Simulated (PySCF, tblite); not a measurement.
**C4H8: dynamics, then NMR shifts on frames**

Aim: move C4H8 (`C/C=C\C`) away from its starting geometry and see how NMR shifts follow the geometry.

The runs use tblite 0.8.0 and PySCF 2.14.0, with density-fitted response routines of our own; the level of theory stands in each step. All values are computed, except where a source is named. Atoms count from 0, in the outputs and in this text.

### 1 The starting structure

12 atoms, charge 0, multiplicity 1; geometry from: GFN2-xTB.

Bonds of the start (Å): C0–C1 1.49, C1–C2 1.32, C2–C3 1.49, C0–H4 1.09, C0–H5 1.09, C0–H6 1.09, C1–H7 1.08, C2–H8 1.08, C3–H9 1.09, C3–H10 1.09, C3–H11 1.09.

### 2 A short Langevin run with GFN2-xTB

The job: settings as JSON, then the geometry in Å.

```
{"job": {"kind": "md", "xc": "GFN2-xTB", "basis": "xTB", "temperature": 300, "steps": 2000, "every": 50, "frames": 5}, "charge": 0, "multiplicity": 1}
C      1.554555    -0.472194     0.104510
C      0.699453     0.722630    -0.165527
C     -0.622894     0.787441    -0.179399
C     -1.594870    -0.319393     0.070394
H      2.198649    -0.278665     0.962375
H      2.199433    -0.664636    -0.752973
H      0.969870    -1.364434     0.305001
H      1.261293     1.625945    -0.370352
H     -1.089632     1.740989    -0.395865
H     -1.102029    -1.262340     0.285174
H     -2.237762    -0.063469     0.912673
H     -2.234869    -0.452561    -0.802037
```

Method: GFN2-xTB Langevin dynamics, gas phase.

Launch:

```console
OMP_NUM_THREADS=1 python probes_run.py task.json out
```

This one command runs all jobs of the session in turn.

Log:

```text
t/fs     T/K      E/eV
    0.0   261.5   -343.13442
   25.0   127.7   -342.80287
   50.0   257.7   -342.81510
   75.0   307.7   -342.90830
  100.0   248.5   -342.78655
  125.0   201.1   -342.87739
  150.0   214.3   -342.96125
  175.0   214.0   -342.87198
  200.0   223.4   -342.86099
  225.0   191.2   -342.86434
  250.0   261.9   -342.83056
  275.0   226.1   -342.88044
  300.0   280.1   -342.72267
  325.0   326.1   -342.69612
  350.0   338.7   -342.72309
  375.0   401.6   -342.83869
  400.0   403.1   -342.93679
  425.0   329.9   -342.89126
  450.0   387.1   -342.87844
  475.0   274.7   -342.84614
  500.0   297.2   -342.91109
  525.0   265.2   -342.88459
  550.0   192.1   -342.87754
  575.0   210.6   -342.82803
  600.0   174.2   -342.87609
  625.0   171.5   -342.83403
  650.0   253.2   -342.69693
  675.0   273.4   -342.64317
  700.0   282.5   -342.71947
  725.0   349.8   -342.78213
  750.0   317.7   -342.82417
  775.0   198.8   -342.79646
  800.0   274.4   -342.88164
  825.0   307.8   -342.91161
  850.0   317.0   -342.79633
  875.0   327.1   -342.82248
  900.0   260.1   -342.57419
  925.0   353.3   -342.61144
  950.0   459.1   -342.66744
  975.0   482.4   -342.74148
 1000.0   438.2   -342.54388
```

Run time: 4.1 s. Hardware: 1 thread of Arm Neoverse V2, shared host; peak memory 0.18 GiB.

Distance from the start (root mean square after alignment): 0 fs 0.00 Å, 200 fs 0.81 Å, 400 fs 0.70 Å, 600 fs 1.01 Å, 800 fs 0.54 Å, 1000 fs 0.95 Å.

Positions (Å) and forces (eV/Å) at 1000 fs:

```xyz
12

C    -0.421    0.876    0.605   -2.071   -2.385    0.199
C     0.255   -0.353    1.163    1.421    2.001    0.445
C    -0.346   -1.506    1.239   -0.737    0.194   -0.034
C    -1.720   -1.803    0.747   -0.589    2.110    0.469
H    -1.147    0.400   -0.119    0.844    1.310    0.080
H     0.296    1.516    0.191    0.400    0.996   -0.542
H    -1.101    1.323    1.356    0.757    0.134   -0.247
H     1.300   -0.142    1.505   -0.965   -0.632   -0.139
H     0.073   -2.350    1.683    1.068   -1.037    0.650
H    -2.507   -1.488    1.526    1.006   -0.883   -1.259
H    -1.912   -1.270   -0.194   -0.248    0.157    0.338
H    -1.650   -2.799    0.465   -0.885   -1.966    0.041
```

### 3 Nuclear shieldings: 250 fs, PBE0/pcSseg-1

The job: settings as JSON, then the geometry in Å.

```
{"job": {"kind": "nmr", "xc": "PBE0", "basis": "pcSseg-1", "pop": false}, "charge": 0, "multiplicity": 1}
C      1.075800    -0.153800     0.077700
C      0.107800     0.979500     0.322500
C     -1.208700     0.955400     0.398100
C     -2.204700    -0.124500     0.211900
H      1.447600    -0.569700     1.010100
H      1.977800     0.132700    -0.557300
H      0.723400    -1.054800    -0.483300
H      0.528400     1.967700     0.478400
H     -1.691900     1.871200     0.783400
H     -2.842600    -0.142900     1.087800
H     -2.836500     0.047300    -0.635600
H     -1.650100    -1.043900     0.088100
```

Level: GIAO PBE0/pcSseg-1 NMR shielding, non-relativistic, gas phase.

Log:

```text
coarse grid: 9304 points
cycle   1  E = -156.9310943283  dE =  2.327e-01  |g| = 3.528e-01  |ddm| = 2.889e+00
cycle   2  E = -156.9289215432  dE =  2.173e-03  |g| = 3.731e-01  |ddm| = 6.393e-01
cycle   3  E = -156.9663357679  dE = -3.741e-02  |g| = 2.059e-02  |ddm| = 3.331e-01
cycle   4  E = -156.9664065188  dE = -7.075e-05  |g| = 1.045e-02  |ddm| = 2.767e-02
cycle   5  E = -156.9664237725  dE = -1.725e-05  |g| = 6.077e-03  |ddm| = 1.159e-02
cycle   6  E = -156.9664327873  dE = -9.015e-06  |g| = 8.281e-04  |ddm| = 5.025e-03
final grid: 87808 points
cycle   7  E = -156.9907464587  dE = -1.979e-05  |g| = 6.919e-03  |ddm| = 2.054e-02
cycle   8  E = -156.9907436760  dE =  2.783e-06  |g| = 7.701e-03  |ddm| = 1.199e-02
cycle   9  E = -156.9907592486  dE = -1.557e-05  |g| = 5.637e-04  |ddm| = 6.353e-03
cycle  10  E = -156.9907593157  dE = -6.713e-08  |g| = 2.293e-04  |ddm| = 6.020e-04
cycle  11  E = -156.9907593291  dE = -1.336e-08  |g| = 3.180e-05  |ddm| = 1.963e-04
cycle  12  E = -156.9907593293  dE = -2.116e-10  |g| = 1.038e-05  |ddm| = 3.361e-05
converged SCF energy = -156.9907593293

GIAO shielding tensors (ppm)
atom      isotropic    diamagn.    paramagn.     s11        s22        s33       span
  0 C      171.823     248.105     -76.282    156.452    172.439    186.577     30.125
  1 C       59.128     254.302    -195.174    -51.395     73.978    154.802    206.198
  2 C       50.379     255.844    -205.465    -60.331     54.099    157.370    217.701
  3 C      171.605     249.597     -77.992    149.682    178.820    186.313     36.632
  4 H       30.122      29.676       0.446     25.918     27.579     36.867     10.948
  5 H       29.014      28.168       0.846     25.185     26.724     35.132      9.947
  6 H       29.040      30.597      -1.557     24.930     28.598     33.593      8.663
  7 H       25.996      30.757      -4.762     22.807     25.792     29.388      6.581
  8 H       25.722      30.319      -4.597     22.623     25.788     28.754      6.131
  9 H       30.185      28.798       1.386     26.286     28.062     36.205      9.919
 10 H       30.495      29.449       1.047     26.809     27.937     36.740      9.931
 11 H       29.678      31.702      -2.024     25.082     30.477     33.475      8.393
```

It took 4.1 s on 1 thread of Arm Neoverse V2, shared host; peak memory 0.5 GiB.

Shifts follow as δ = σ(reference) − σ, with reference shieldings (ppm) from runs at the same level and on the same kind of geometry: 1H TMS 31.72, 13C TMS 186.9. The references are single molecules in the gas phase. Each atom is listed at this fixed geometry, with no averaging over motion; a spectrum would average atoms that exchange fast.

```csv
atoms,environment,σ (ppm),δ (ppm)
C2,alkene CH,50.4,136.5
C1,alkene CH,59.1,127.8
C3,allylic methyl carbon,171.6,15.3
C0,allylic methyl carbon,171.8,15.1
H8,hydrogen on an alkene CH,25.72,6.00
H7,hydrogen on an alkene CH,26.00,5.72
H5,hydrogen on an allylic methyl carbon,29.01,2.70
H6,hydrogen on an allylic methyl carbon,29.04,2.68
H11,hydrogen on an allylic methyl carbon,29.68,2.04
H4,hydrogen on an allylic methyl carbon,30.12,1.60
H9,hydrogen on an allylic methyl carbon,30.18,1.53
H10,hydrogen on an allylic methyl carbon,30.50,1.22
```

### 4 Nuclear shieldings: 425 fs, PBE0/pcSseg-1

The job: settings as JSON, then the geometry in Å.

```
{"job": {"kind": "nmr", "xc": "PBE0", "basis": "pcSseg-1", "pop": false}, "charge": 0, "multiplicity": 1}
C      0.678800     0.564600     0.055500
C     -0.339000     0.717000     1.150500
C     -1.419600    -0.057900     1.244700
C     -1.903400    -1.107100     0.314900
H      1.667300     0.781400     0.470900
H      0.503900     1.171900    -0.889700
H      0.676500    -0.485400    -0.312600
H     -0.129100     1.463100     1.936000
H     -1.958000     0.094500     2.154400
H     -1.634000    -2.144100     0.553800
H     -2.981000    -1.068700     0.137600
H     -1.449300    -0.866400    -0.677100
```

Method: GIAO PBE0/pcSseg-1 NMR shielding, non-relativistic, gas phase.

Log:

```text
coarse grid: 9304 points
cycle   1  E = -156.9344030166  dE =  1.999e-01  |g| = 3.463e-01  |ddm| = 2.856e+00
cycle   2  E = -156.9312187116  dE =  3.184e-03  |g| = 3.726e-01  |ddm| = 6.310e-01
cycle   3  E = -156.9685617377  dE = -3.734e-02  |g| = 2.338e-02  |ddm| = 3.309e-01
cycle   4  E = -156.9686050761  dE = -4.334e-05  |g| = 1.834e-02  |ddm| = 3.277e-02
cycle   5  E = -156.9686820916  dE = -7.702e-05  |g| = 5.703e-03  |ddm| = 1.765e-02
cycle   6  E = -156.9686903259  dE = -8.234e-06  |g| = 3.783e-04  |ddm| = 4.915e-03
final grid: 87808 points
cycle   7  E = -156.9930298943  dE = -2.111e-05  |g| = 6.644e-03  |ddm| = 1.906e-02
cycle   8  E = -156.9930275572  dE =  2.337e-06  |g| = 7.344e-03  |ddm| = 1.128e-02
cycle   9  E = -156.9930417836  dE = -1.423e-05  |g| = 1.689e-04  |ddm| = 5.935e-03
cycle  10  E = -156.9930417883  dE = -4.739e-09  |g| = 8.396e-05  |ddm| = 2.091e-04
cycle  11  E = -156.9930417896  dE = -1.249e-09  |g| = 4.679e-05  |ddm| = 1.011e-04
cycle  12  E = -156.9930417901  dE = -5.538e-10  |g| = 8.508e-06  |ddm| = 4.168e-05
converged SCF energy = -156.9930417901

GIAO shielding tensors (ppm)
atom      isotropic    diamagn.    paramagn.     s11        s22        s33       span
  0 C      168.010     250.122     -82.113    149.588    172.851    181.591     32.003
  1 C       48.871     256.763    -207.893    -70.384     66.146    150.849    221.233
  2 C       52.414     253.158    -200.744    -65.713     60.520    162.435    228.148
  3 C      171.981     250.566     -78.585    155.200    178.039    182.704     27.504
  4 H       29.859      30.160      -0.301     25.894     27.931     35.752      9.858
  5 H       28.842      29.236      -0.394     25.289     26.284     34.952      9.663
  6 H       28.971      32.089      -3.118     24.682     29.772     32.459      7.777
  7 H       25.288      30.312      -5.024     23.184     24.890     27.789      4.605
  8 H       26.242      30.071      -3.829     23.610     25.332     29.785      6.176
  9 H       29.768      29.133       0.634     25.888     27.069     36.346     10.459
 10 H       29.926      28.215       1.711     26.133     27.360     36.284     10.151
 11 H       28.964      31.728      -2.764     24.485     29.875     32.532      8.047
```

Wall time 4 s (1 thread of Arm Neoverse V2, shared host); peak memory 0.52 GiB.

This run: δ C1 138.1, C2 134.5, C0 18.9, C3 14.9, H7 6.43, H8 5.47 ppm.

### 5 NMR shieldings: 625 fs, PBE0/pcSseg-1

The job: settings as JSON, then the geometry in Å.

```
{"job": {"kind": "nmr", "xc": "PBE0", "basis": "pcSseg-1", "pop": false}, "charge": 0, "multiplicity": 1}
C      0.600500     0.499800     0.340700
C     -0.301400     0.103200     1.503800
C     -1.246200    -0.842700     1.396900
C     -1.747300    -1.540700     0.228500
H      0.097800     0.980800    -0.491300
H      1.083000    -0.381800    -0.069300
H      1.446100     1.092200     0.753500
H      0.046100     0.361100     2.506400
H     -1.650100    -1.260900     2.306800
H     -1.317800    -1.125200    -0.681800
H     -1.604700    -2.620600     0.377000
H     -2.862700    -1.419500     0.139300
```

Method: GIAO PBE0/pcSseg-1 NMR shielding, non-relativistic, gas phase.

Log:

```text
coarse grid: 9304 points
cycle   1  E = -156.9294522563  dE =  2.315e-01  |g| = 3.552e-01  |ddm| = 2.867e+00
cycle   2  E = -156.9261306599  dE =  3.322e-03  |g| = 3.824e-01  |ddm| = 6.482e-01
cycle   3  E = -156.9652746017  dE = -3.914e-02  |g| = 2.170e-02  |ddm| = 3.392e-01
cycle   4  E = -156.9653177450  dE = -4.314e-05  |g| = 1.629e-02  |ddm| = 3.243e-02
cycle   5  E = -156.9653755693  dE = -5.782e-05  |g| = 6.295e-03  |ddm| = 1.677e-02
cycle   6  E = -156.9653856256  dE = -1.006e-05  |g| = 2.839e-04  |ddm| = 5.332e-03
cycle   7  E = -156.9653856453  dE = -1.976e-08  |g| = 9.440e-05  |ddm| = 4.289e-04
final grid: 87808 points
cycle   8  E = -156.9896761205  dE = -2.240e-05  |g| = 6.556e-03  |ddm| = 2.056e-02
cycle   9  E = -156.9896741587  dE =  1.962e-06  |g| = 7.169e-03  |ddm| = 1.101e-02
cycle  10  E = -156.9896875953  dE = -1.344e-05  |g| = 2.396e-04  |ddm| = 5.765e-03
cycle  11  E = -156.9896876050  dE = -9.700e-09  |g| = 1.292e-04  |ddm| = 3.512e-04
cycle  12  E = -156.9896876084  dE = -3.416e-09  |g| = 6.062e-05  |ddm| = 1.417e-04
cycle  13  E = -156.9896876093  dE = -9.372e-10  |g| = 5.974e-06  |ddm| = 5.323e-05
converged SCF energy = -156.9896876093

GIAO shielding tensors (ppm)
atom      isotropic    diamagn.    paramagn.     s11        s22        s33       span
  0 C      171.951     249.540     -77.589    155.075    173.722    187.056     31.981
  1 C       55.693     254.914    -199.221    -58.667     71.921    153.826    212.493
  2 C       44.422     254.583    -210.161    -77.763     50.248    160.781    238.544
  3 C      166.881     248.506     -81.625    146.156    172.024    182.462     36.306
  4 H       29.747      31.061      -1.314     25.785     28.254     35.201      9.416
  5 H       30.034      31.990      -1.956     25.721     29.066     35.316      9.595
  6 H       29.473      29.559      -0.087     25.450     27.779     35.189      9.739
  7 H       25.706      30.176      -4.470     23.373     25.316     28.429      5.056
  8 H       25.837      29.795      -3.959     23.458     25.039     29.013      5.554
  9 H       29.374      31.612      -2.238     25.196     30.136     32.791      7.595
 10 H       29.509      28.345       1.163     25.764     27.250     35.513      9.749
 11 H       28.983      27.218       1.766     25.461     26.520     34.968      9.507
```

Wall time 4 s (1 thread of Arm Neoverse V2, shared host); peak memory 0.52 GiB.

Key values: δ C2 142.5, C1 131.2, C3 20.0, C0 15.0, H7 6.01, H8 5.88 ppm.

### 6 Shielding tensors: 800 fs, PBE0/pcSseg-1

The job: settings as JSON, then the geometry in Å.

```
{"job": {"kind": "nmr", "xc": "PBE0", "basis": "pcSseg-1", "pop": false}, "charge": 0, "multiplicity": 1}
C      0.322900     0.885900    -0.057300
C      0.033400     0.041100     1.154500
C     -0.913700    -0.887800     1.260900
C     -2.038400    -1.181300     0.342500
H      0.330200     0.272700    -0.987900
H      1.239500     1.430600     0.042700
H     -0.569700     1.580800    -0.195200
H      0.615400     0.231100     2.084100
H     -0.918700    -1.485500     2.137400
H     -2.166700    -0.516200    -0.563000
H     -1.954800    -2.198400    -0.018500
H     -2.965800    -1.158000     0.904400
```

Method: GIAO PBE0/pcSseg-1 NMR shielding, non-relativistic, gas phase.

Log:

```text
coarse grid: 9304 points
cycle   1  E = -156.9317299705  dE =  2.096e-01  |g| = 3.519e-01  |ddm| = 2.871e+00
cycle   2  E = -156.9288715563  dE =  2.858e-03  |g| = 3.767e-01  |ddm| = 6.423e-01
cycle   3  E = -156.9670565486  dE = -3.818e-02  |g| = 2.255e-02  |ddm| = 3.343e-01
cycle   4  E = -156.9670996535  dE = -4.310e-05  |g| = 1.736e-02  |ddm| = 3.262e-02
cycle   5  E = -156.9671678476  dE = -6.819e-05  |g| = 5.879e-03  |ddm| = 1.739e-02
cycle   6  E = -156.9671765894  dE = -8.742e-06  |g| = 2.563e-04  |ddm| = 5.084e-03
final grid: 87808 points
cycle   7  E = -156.9916006337  dE = -1.968e-05  |g| = 6.538e-03  |ddm| = 1.866e-02
cycle   8  E = -156.9915984975  dE =  2.136e-06  |g| = 7.200e-03  |ddm| = 1.102e-02
cycle   9  E = -156.9916120770  dE = -1.358e-05  |g| = 1.321e-04  |ddm| = 5.753e-03
cycle  10  E = -156.9916120800  dE = -3.019e-09  |g| = 6.045e-05  |ddm| = 1.440e-04
cycle  11  E = -156.9916120806  dE = -5.533e-10  |g| = 3.620e-05  |ddm| = 7.167e-05
cycle  12  E = -156.9916120809  dE = -3.252e-10  |g| = 7.716e-06  |ddm| = 3.289e-05
converged SCF energy = -156.9916120809

GIAO shielding tensors (ppm)
atom      isotropic    diamagn.    paramagn.     s11        s22        s33       span
  0 C      169.360     249.063     -79.703    154.284    171.526    182.270     27.986
  1 C       53.062     255.487    -202.425    -61.761     66.548    154.400    216.162
  2 C       52.109     255.312    -203.203    -67.309     65.978    157.658    224.967
  3 C      169.752     246.408     -76.656    155.586    170.720    182.951     27.365
  4 H       29.165      31.016      -1.851     25.063     28.555     33.876      8.813
  5 H       30.177      30.319      -0.142     26.326     28.356     35.849      9.523
  6 H       28.404      29.030      -0.627     24.205     27.326     33.680      9.475
  7 H       25.428      30.376      -4.948     22.895     25.005     28.383      5.487
  8 H       26.322      31.525      -5.203     23.833     25.504     29.629      5.797
  9 H       28.897      29.663      -0.766     24.949     28.893     32.849      7.901
 10 H       30.098      28.827       1.271     26.333     27.635     36.327      9.995
 11 H       30.139      27.574       2.565     26.087     27.941     36.389     10.302
```

Wall time 4 s (1 thread of Arm Neoverse V2, shared host); peak memory 0.52 GiB.

Key values: δ C2 134.8, C1 133.9, C0 17.6, C3 17.2, H7 6.29, H8 5.39 ppm.

### 7 Nuclear shieldings: 1000 fs, PBE0/pcSseg-1

The job: settings as JSON, then the geometry in Å.

```
{"job": {"kind": "nmr", "xc": "PBE0", "basis": "pcSseg-1", "pop": false}, "charge": 0, "multiplicity": 1}
C     -0.421000     0.875600     0.605300
C      0.255400    -0.352600     1.163400
C     -0.346000    -1.506500     1.239100
C     -1.720200    -1.802800     0.746800
H     -1.147400     0.399500    -0.119200
H      0.296100     1.516100     0.190600
H     -1.100700     1.322900     1.355600
H      1.300200    -0.142300     1.505000
H      0.073000    -2.350000     1.683300
H     -2.506600    -1.488500     1.526000
H     -1.912000    -1.269700    -0.194400
H     -1.650400    -2.798900     0.464500
```

With the program's defaults for keys left out, this is: GIAO PBE0/pcSseg-1 NMR shielding, non-relativistic, gas phase.

Log:

```text
coarse grid: 9304 points
cycle   1  E = -156.9113740644  dE =  3.156e-01  |g| = 3.741e-01  |ddm| = 2.869e+00
cycle   2  E = -156.9086672389  dE =  2.707e-03  |g| = 3.968e-01  |ddm| = 6.846e-01
cycle   3  E = -156.9507611668  dE = -4.209e-02  |g| = 2.283e-02  |ddm| = 3.582e-01
cycle   4  E = -156.9508152511  dE = -5.408e-05  |g| = 1.645e-02  |ddm| = 3.335e-02
cycle   5  E = -156.9508755382  dE = -6.029e-05  |g| = 5.903e-03  |ddm| = 1.676e-02
cycle   6  E = -156.9508842320  dE = -8.694e-06  |g| = 5.104e-04  |ddm| = 5.119e-03
final grid: 87808 points
cycle   7  E = -156.9750582392  dE = -2.391e-05  |g| = 6.162e-03  |ddm| = 1.923e-02
cycle   8  E = -156.9750567412  dE =  1.498e-06  |g| = 6.675e-03  |ddm| = 1.084e-02
cycle   9  E = -156.9750684164  dE = -1.168e-05  |g| = 2.305e-04  |ddm| = 5.589e-03
cycle  10  E = -156.9750684194  dE = -2.971e-09  |g| = 1.985e-04  |ddm| = 3.291e-04
cycle  11  E = -156.9750684293  dE = -9.851e-09  |g| = 2.694e-05  |ddm| = 1.666e-04
cycle  12  E = -156.9750684294  dE = -1.790e-10  |g| = 5.159e-06  |ddm| = 3.049e-05
converged SCF energy = -156.9750684294

GIAO shielding tensors (ppm)
atom      isotropic    diamagn.    paramagn.     s11        s22        s33       span
  0 C      168.976     250.343     -81.367    150.023    171.569    185.336     35.313
  1 C       53.816     256.921    -203.105    -54.388     56.911    158.924    213.312
  2 C       60.334     255.650    -195.316    -47.542     65.872    162.672    210.214
  3 C      170.007     251.638     -81.631    152.002    177.458    180.559     28.557
  4 H       28.077      31.753      -3.676     23.530     29.001     31.701      8.171
  5 H       30.758      32.096      -1.338     26.615     28.812     36.847     10.232
  6 H       29.738      29.634       0.104     25.761     27.538     35.916     10.156
  7 H       25.087      30.868      -5.781     22.821     25.657     26.782      3.960
  8 H       26.556      33.167      -6.611     23.936     26.540     29.192      5.257
  9 H       28.557      26.888       1.669     24.645     26.029     34.998     10.353
 10 H       29.464      31.561      -2.098     25.500     29.613     33.278      7.779
 11 H       30.775      30.302       0.472     26.149     29.483     36.692     10.543
```

It took 4 s on 1 thread of Arm Neoverse V2, shared host; peak memory 0.53 GiB.

In short: δ C1 133.1, C2 126.6, C0 17.9, C3 16.9, H7 6.63, H8 5.16 ppm.

### 8 Run by run: NMR shifts

Shifts (ppm) of some atoms, chosen among heavy atoms and hydrogens apart, with basis size and wall time:

```csv
frame,C2,C1,C3,C0,H5,H11,H4,functions,time
250 fs,136.5,127.8,15.3,15.1,2.70,2.04,1.60,108,4.1 s
425 fs,134.5,138.1,14.9,18.9,2.88,2.75,1.86,108,4 s
625 fs,142.5,131.2,20.0,15.0,1.68,2.73,1.97,108,4 s
800 fs,134.8,133.9,17.2,17.6,1.54,1.58,2.55,108,4 s
1000 fs,126.6,133.1,16.9,17.9,0.96,0.94,3.64,108,4 s
```

### 9 Results

| quantity | value |
| --- | --- |
| thermostat | 300 K |
| mean temperature, second half | 296 K |
| mean potential energy above the minimum | 0.36 eV |
| 13C shifts against TMS (PBE0/pcSseg-1, 250 fs) | 136.5, 127.8, 15.3, 15.1 ppm |
| 1H shifts against TMS (PBE0/pcSseg-1, 250 fs) | 6.00, 5.72, 2.70, 2.68, 2.04, 1.60, 1.53, 1.22 ppm |
| range of the shift of C2 | 126.6 to 142.5 ppm |

In the second half the potential energy averages 0.36 eV above the minimum; equipartition over 30 harmonic modes at 300 K would give 0.39 eV. With 12 atoms the temperature swings widely (128 to 482 K). Shifts at one fixed geometry are not the observed spectrum, which averages over the motion. In the first frame run (250 fs): Shielding is most anisotropic at C2 (span 218 ppm, paramagnetic term -205 ppm). In ppm, C2 moves most: its shift spreads over 15.9 ppm, from 126.6 (1000 fs) to 142.5 (625 fs).
